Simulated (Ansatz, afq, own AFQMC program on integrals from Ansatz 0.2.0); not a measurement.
AFQMC on a folder of integrals that Ansatz 0.2.0 wrote.

```yaml
crystal:
  periodic: [false, false, false]
  atoms:
    - {symbol: Si, position_ang: [0.000000, 0.000000, 0.000000]}
    - {symbol: N, position_ang: [0.000000, 0.000000, 1.563809]}
basis:
  gaussian: {orbitals: 6-31G}
total_charge: 1
magnetization: {spin_polarized: false}
correlation: {method: ccsd_t, electrons: outside_noble_gas, hamiltonian_folder: ham}
```

```sh
$ ansatz run in.yaml --threads 1 --pin off --events-out ev --progress --plain --max-ram 24576MiB --backend cuda --devices 0, --max-vram 18GiB
```

Options of the walk:

```
--method phaseless --trial cisd --walkers 4000 --populations 20 --least-time 60 --time-step 0.005 --steps-per-block 50 --equilibration-blocks 28 --max-blocks 4000 --target-error 0.00017 --factor-cut 1e-05 --seed 9419 --release-times 0.24,0.51,0.99,1.62,2.4 --release-step 0.03 --release-every 3 --taylor-order 6
```

Times are imaginary, in 1/Eh. The walk had a cap of 122 s. With eight or more populations the least sampling time is a fifth of least-time, and the error comes from their spread.

Log:

```
orbitals 16  electrons 4 4  factors 91 of 272
reference energy -342.75912830 Eh
CCSD correlation -0.21745211 Eh in 15 cycles, weight of the determinant in the CISD state 0.6471
energy of the start -342.976601 Eh
 block  time / (1/Eh)  mean weight  energy / Eh
     1     0.250  0.9998  -342.974756
     2     0.500  1.0000  -342.976335
     3     0.750  1.0000  -342.978352
     4     1.000  1.0000  -342.979940
     5     1.250  1.0000  -342.980975
     7     1.750  1.0001  -342.983774
     9     2.250  1.0000  -342.985800
    14     3.500  0.9999  -342.990775
    40    10.000  0.9998  -342.986771
    66    16.500  1.0002  -342.989892
    92    23.000  1.0001  -342.986509
   118    29.500  0.9999  -342.991538
   144    36.000  1.0004  -342.986688
   170    42.500  1.0001  -342.990077
   196    49.000  0.9998  -342.987534
   222    55.500  1.0004  -342.987862
   248    62.000  0.9999  -342.987766
   274    68.500  0.9999  -342.987439
   300    75.000  1.0004  -342.985317
   326    81.500  0.9999  -342.985136
   339    84.750  1.0003  -342.993002
   352    88.000  1.0000  -342.987016
   378    94.500  0.9999  -342.986330
   404   101.000  0.9999  -342.988332
   430   107.500  1.0000  -342.986714
   456   114.000  1.0001  -342.987703
   482   120.500  1.0001  -342.985103
   495   123.750  0.9998  -342.983368
   508   127.000  1.0001  -342.985981
   534   133.500  1.0002  -342.989100
   547   136.750  1.0000  -342.984022
error from the spread of 20 populations
released: time / (1/Eh)  energy / Eh  error  mean overlap
  0.24  -342.988351  0.000232  1.0003
  0.51  -342.989273  0.000194  1.0013
  0.99  -342.990225  0.000157  1.0037
  1.62  -342.991455  0.000194  1.0038
  2.40  -342.992121  0.000152  1.0058
energy -342.987388 +/- 0.000212 Eh
(rows thinned)
```

The run passed its tests (sampling time, drift between the halves within three errors, error under three times the target), which doesn't prove that it has relaxed, ending at its cap on processor time.

Against this walk (error 5.8 meV) on the same determinant: CCSD(T) 234.0 meV lower, CCSDT(Q) 268.2 meV lower, CCSDTQ 190.6 meV lower, full CI 199.9 meV lower. The error is statistical and leaves out the bias of the constraint. The released energies are still falling (meV from the phaseless value at times in 1/Eh: -26 ± 6 at 0.24, -51 ± 5 at 0.51, -77 ± 4 at 0.99, -111 ± 5 at 1.62, -129 ± 4 at 2.40), so they give no level; they do show a bias of the constraint, and the last of them that isn't too noisy lies 71 meV above full CI. Full CI is exact here, so the walk's 200 meV above it is the walk's own error: the bias of the constraint with this trial. The determinant is a poor start (see the cautions), so the low cluster orders aren't to be relied on, and full CI is the sure value.

Cautions: constraint bias not in the error; error above the target (5.8 against 4.6 meV); another spin lies lower; restricted determinant unstable towards unrestricted (UHF 2.20 eV lower, ⟨S²⟩ 1.18); the search met a lower determinant of the same kind, perhaps of another symmetry (261 meV lower), and this one is a saddle point; strong correlation (T1 0.119, weight of the determinant 0.65, largest double 0.24); (T) is large, 9 % of the CCSD correlation; (Q) is large, 117 meV, so the cluster series hasn't closed; CCSDTQ on the UHF determinant differs (171 meV lower), perhaps since the unrestricted series falls towards higher spin.

The walk took 2 min on 1 × NVIDIA H100 80GB HBM3 with 2 threads of AMD EPYC 7R13 Processor (Zen 3), on a shared host (the card was shared). The log's last line is the phaseless energy.

CCSDT and higher add their correlation energy to the determinant of the CCSD(T) run, since their own runs factorise the integrals more tightly (a shift of under 2 meV). A walk keeps the symmetry of its determinant, which the program's search chose and which needn't be the lowest solution, so a lower state of the same spin and another symmetry isn't excluded.
